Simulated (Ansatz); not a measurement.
Ansatz input

```yaml
crystal:
  lattice:
    - [3.4593263789, 0.0, 0.0]
    - [-1.7296631895, 2.9958645241, 0.0]
    - [0.0, 0.0, 11.0504902902]
  atoms:
    - { symbol: Pr, position: [1.0, 0.0, 0.0], spin: 2.296 }
    - { symbol: Pr, position: [1.0, 1.0, 0.5], spin: 2.296 }
    - { symbol: Pr, position: [0.3333333333, 0.6666666667, 0.75], spin: 2.275 }
    - { symbol: Pr, position: [0.6666666667, 0.3333333333, 0.25], spin: 2.275 }
hamiltonian:
  xc: mr2scan
  pseudopotentials:
    kind: paw
    azcp:
      Pr: "pseudopotentials/Pr.paw.azcp"
basis:
  ecutwfc: 500
  fft_grid_basis: typed
kpoints:
  mp_grid: { grid: [13, 13, 4], shift: [0, 0, 0] }
magnetization:
  spin_polarized: true
scf:
  occupations: { method: fermi_dirac, width: 0.05 }
output:
  stress: true
```

and its output:

```
band count auto-derived: 59 (N_el = 52.0; filled up to band 26; 37 by the electrons, moments and atoms)
Engine: ansatz 0.2.0, x86_64-unknown-linux-gnu
Pseudopotentials: kind: paw
Pseudopotential: Pr, paw, valence charge 13, recommended cutoff 500 eV (meta_gga) 
Functional definition: m-r2SCAN
  exchange = m_r2scan_x
  correlation = m_r2scan_c
Crystal: 4 atoms, lattice volume = 114.524 Å³
Basis set: ecut = 500 eV, 2909 PW (Γ), exchange–correlation on 108×108×324 points (64 copies of the dense FFT grid, shifted against one another)
Bands: 59, of which v1, the nominal top of the filled ones, is band 26 counted from 1 (25 counted from 0)
Symmetry: 24 space group operations
Space group: P63/mmc (ITA 194), of the structure as read, at distance tolerance 4.9e-5 Å
Magnetic group: BNS 194.263 (UNI 1493), of the structure as read, at distance tolerance 4.9e-5 Å
k-points: 63 of 676
Non-local potential: Pr, projectors of the file, l = 0: 3, l = 1: 2, l = 2: 2, l = 3: 3
PAW form: soft (Blöchl's): semilocal exchange-correlation on the pseudo side does not see the compensation charge
PAW frozen core: Pr, regenerated for the run's functional (the file was generated under x = pbe(κ = 0.804, μ = 0.2195149727645171), c = pbe(β = 0.06672455060314922))
PAW one-centre angular grid: Pr, 2702 points (default); XC on 160 Gauss nodes
Initial density: superposition of atomic densities (chi_scale 0.1, normalization cell)
Starting moments: Σ|m| = 9.142 μB on 4 of 4 sites
Initial wavefunctions: pseudopotential atomic-orbital guess
Functional: x = mr2scan, c = mr2scan; τ floored in thin density (d = 2e-4 eV/Å³)
SCF iter   1: F=—  HF=-27789.829569 eV  |F-HF|=—  |Δ(HF+E_count)|=         —  Δρ=5.14e-2 (↑5.14e-2 ↓2.94e-2)  dr2=2.72e0  dr2_τ=1.69e-2  dr2_m=1.23e0  M=7.386 μB ∫|m|=7.386 μB  β_m=1.00  ethr=3.10e-3  ⟨swp⟩=5.0  Hψ=25902  notcnv=0  defer=1
Mixer restart at iter 1: flushing history
spin=Collinear: Kerker preconditioning applied to the charge; magnetization (m = ρ↑ − ρ↓) channel mixes plain (no charge-response kernel on spin).
SCF iter   2: F=—  HF=-27789.628119 eV  |F-HF|=—  |Δ(HF+E_count)|=   2.01e-1  Δρ=2.08e-2 (↑8.93e-3 ↓2.08e-2)  dr2=8.96e-1  dr2_τ=4.34e-3  dr2_m=6.86e-2  M=7.829 μB ∫|m|=7.829 μB  β_m=1.00  ethr=3.10e-3  ⟨swp⟩=2.5  Hψ=16088  notcnv=0  defer=408  κ⁻¹=1.0e0(r=1)
SCF iter   3: F=—  HF=-27789.862381 eV  |F-HF|=—  |Δ(HF+E_count)|=   2.34e-1  Δρ=1.14e-2 (↑4.06e-3 ↓1.14e-2)  dr2=2.32e-1  dr2_τ=3.31e-3  dr2_m=2.61e-2  M=8.330 μB ∫|m|=8.330 μB  β_m=1.00  ethr=1.72e-3  ⟨swp⟩=2.0  Hψ=12996  notcnv=0  defer=408  κ⁻¹=9.5e-2(r=2)
SCF iter   4: F=—  HF=-27792.144562 eV  |F-HF|=—  |Δ(HF+E_count)|=         —  Δρ=2.34e-2 (↑2.34e-2 ↓4.82e-3)  dr2=1.05e-1  dr2_τ=1.12e-2  dr2_m=1.78e-1  M=9.149 μB ∫|m|=9.149 μB  β_m=1.00  ethr=4.45e-4  ⟨swp⟩=2.9  Hψ=15173  notcnv=0  defer=419  κ⁻¹=9.5e-2(r=2)
SCF iter   5: F=—  HF=-27790.531551 eV  |F-HF|=—  |Δ(HF+E_count)|=    1.61e0  Δρ=5.55e-3 (↑5.55e-3 ↓1.32e-3)  dr2=1.68e-2  dr2_τ=8.21e-4  dr2_m=9.52e-3  M=9.193 μB ∫|m|=9.193 μB  β_m=1.00  ethr=9.62e-5  ⟨swp⟩=3.4  Hψ=17828  notcnv=0  defer=471  κ⁻¹=9.5e-2(r=2)
...
SCF iter  53: F=—  HF=-27790.680804 eV  |F-HF|=—  |Δ(HF+E_count)|=   2.08e-3  Δρ=1.05e-3 (↑1.04e-3 ↓1.05e-3)  dr2=1.16e-3  dr2_τ=1.82e-5  dr2_m=2.13e-4  M=8.944 μB ∫|m|=8.944 μB  β_m=1.00  ethr=5.64e-6  ⟨swp⟩=2.1  Hψ=13498  notcnv=0  defer=712  κ⁻¹=1.0e0(r=1)
SCF iter  54: F=—  HF=-27790.682493 eV  |F-HF|=—  |Δ(HF+E_count)|=   1.69e-3  Δρ=7.33e-4 (↑7.33e-4 ↓7.30e-4)  dr2=6.89e-4  dr2_τ=7.26e-6  dr2_m=7.41e-5  M=8.889 μB ∫|m|=8.889 μB  β_m=1.00  ethr=2.23e-6  ⟨swp⟩=2.3  Hψ=12517  notcnv=0  defer=718  κ⁻¹=9.0e-2(r=2)
SCF iter  55: F=—  HF=-27790.683658 eV  |F-HF|=—  |Δ(HF+E_count)|=   1.17e-3  Δρ=4.89e-4 (↑4.89e-4 ↓4.44e-4)  dr2=4.55e-4  dr2_τ=1.75e-6  dr2_m=9.49e-6  M=8.851 μB ∫|m|=8.851 μB  β_m=1.00  ethr=1.33e-6  ⟨swp⟩=2.9  Hψ=10840  notcnv=0  defer=720  κ⁻¹=1.0e-2(r=3)
SCF iter  56: F=—  HF=-27790.684579 eV  |F-HF|=—  |Δ(HF+E_count)|=   9.21e-4  Δρ=2.46e-4 (↑2.46e-4 ↓1.94e-4)  dr2=1.14e-4  dr2_τ=5.01e-7  dr2_m=4.13e-6  M=8.835 μB ∫|m|=8.835 μB  β_m=1.00  ethr=8.74e-7  ⟨swp⟩=2.0  Hψ=12016  notcnv=0  defer=720  κ⁻¹=3.7e-3(r=4)
SCF iter  57: F=—  HF=-27790.684872 eV  |F-HF|=—  |Δ(HF+E_count)|=   2.93e-4  Δρ=1.24e-4 (↑1.24e-4 ↓7.93e-5)  dr2=3.07e-5  dr2_τ=1.55e-7  dr2_m=1.67e-6  M=8.826 μB ∫|m|=8.827 μB  β_m=1.00  ethr=2.19e-7  ⟨swp⟩=2.0  Hψ=10853  notcnv=0  defer=720  κ⁻¹=2.0e-3(r=5)
SCF iter  58: F=—  HF=-27790.684925 eV  |F-HF|=—  |Δ(HF+E_count)|=   5.29e-5  Δρ=7.50e-5 (↑7.50e-5 ↓4.60e-5)  dr2=9.62e-6  dr2_τ=7.99e-8  dr2_m=1.27e-6  M=8.826 μB ∫|m|=8.826 μB  β_m=1.00  ethr=5.89e-8  ⟨swp⟩=2.0  Hψ=10833  notcnv=0  defer=720  κ⁻¹=9.2e-4(r=6)
SCF iter  59: F=—  HF=-27790.684948 eV  |F-HF|=—  |Δ(HF+E_count)|=   2.31e-5  Δρ=3.26e-5 (↑3.26e-5 ↓2.73e-5)  dr2=1.54e-6  dr2_τ=3.75e-8  dr2_m=5.53e-7  M=8.822 μB ∫|m|=8.822 μB  β_m=1.00  ethr=1.85e-8  ⟨swp⟩=2.1  Hψ=10956  notcnv=0  defer=720  κ⁻¹=1.3e-4(r=7)
SCF iter  60: F=—  HF=-27790.684953 eV  |F-HF|=—  |Δ(HF+E_count)|=   4.91e-6  Δρ=1.35e-5 (↑1.35e-5 ↓1.28e-5)  dr2=3.81e-7  dr2_τ=5.79e-9  dr2_m=4.71e-8  M=8.818 μB ∫|m|=8.818 μB  β_m=1.00  ethr=2.95e-9  ⟨swp⟩=2.1  Hψ=10966  notcnv=0  defer=720  κ⁻¹=4.0e-5(r=8)
SCF iter  61: F=—  HF=-27790.684954 eV  |F-HF|=—  |Δ(HF+E_count)|=   6.36e-7  Δρ=7.71e-6 (↑7.63e-6 ↓7.71e-6)  dr2=1.08e-7  dr2_τ=1.66e-9  dr2_m=2.04e-9  M=8.816 μB ∫|m|=8.816 μB  β_m=1.00  ethr=7.33e-10  ⟨swp⟩=2.0  Hψ=10826  notcnv=0  defer=720  κ⁻¹=3.4e-5(r=8)
SCF iter  62: F=—  HF=-27790.684954 eV  |F-HF|=—  |Δ(HF+E_count)|=   1.14e-7  Δρ=3.15e-6 (↑3.15e-6 ↓3.08e-6)  dr2=2.07e-8  dr2_τ=2.73e-10  dr2_m=1.85e-9  M=8.816 μB ∫|m|=8.816 μB  β_m=1.00  ethr=2.08e-10  ⟨swp⟩=2.0  Hψ=10584  notcnv=0  defer=720  κ⁻¹=1.6e-5(r=8)
SCF iter  63: F=—  HF=-27790.684954 eV  |F-HF|=—  |Δ(HF+E_count)|=   4.39e-8  Δρ=1.26e-6 (↑1.26e-6 ↓1.10e-6)  dr2=4.71e-9  dr2_τ=4.24e-11  dr2_m=2.38e-10  M=8.816 μB ∫|m|=8.816 μB  β_m=1.00  ethr=3.99e-11  ⟨swp⟩=2.0  Hψ=10544  notcnv=0  defer=720  κ⁻¹=3.2e-6(r=8)
SCF iter  64: F=-27790.684954 eV  HF=-27790.684954 eV  |F-HF|=5.00e-8  |Δ(HF+E_count)|=   5.07e-9  Δρ=5.26e-6 (↑5.26e-6 ↓6.91e-7)  dr2=5.08e-8  dr2_τ=4.09e-11  dr2_m=6.31e-9  M=8.816 μB ∫|m|=8.816 μB  ethr=9.06e-12  ⟨swp⟩=1.3  Hψ=18983  notcnv=0
SCF 1 converged in 64 iterations: F = -27790.684954 eV  dr2 = 5.08e-8
Symmetry: 4 space group operations
k-points: 147 of 676 (time reversal used)
Initial density: read from a saved state, or passed on in memory by an earlier SCF of this step, an earlier step, the calling program or the single point that the run made first
Starting moments: Σ|m| = 9.142 μB on 4 of 4 sites; this step starts from the density that it was given
Initial wavefunctions: those read from a saved state, or passed on in memory by an earlier step or the calling program
iter 1 solved again at ethr=9.78e-11 eV; its pass at ethr=1.92e-6 eV (dr2=5.09e-8 eV) is discarded
SCF iter   1: F=—  HF=-27790.684954 eV  |F-HF|=—  |Δ(HF+E_count)|=         —  Δρ=5.26e-6 (↑5.26e-6 ↓6.91e-7)  dr2=5.09e-8  dr2_τ=4.09e-11  dr2_m=6.31e-9  M=8.816 μB ∫|m|=8.816 μB  ethr=9.78e-11  ⟨swp⟩=1.0  Hψ=82023  notcnv=0
spin=Collinear: Kerker preconditioning applied to the charge; magnetization (m = ρ↑ − ρ↓) channel mixes plain (no charge-response kernel on spin).
SCF iter   2: F=—  HF=-27790.754664 eV  |F-HF|=—  |Δ(HF+E_count)|=   6.97e-2  Δρ=2.94e-3 (↑2.94e-3 ↓7.43e-4)  dr2=1.58e-2  dr2_τ=2.38e-5  dr2_m=2.23e-3  M=8.951 μB ∫|m|=8.951 μB  ethr=1.92e-6  ⟨swp⟩=1.0  Hψ=76449  notcnv=0
```

The run was cut off at its time limit.

The f occupation was not exhaustively searched.
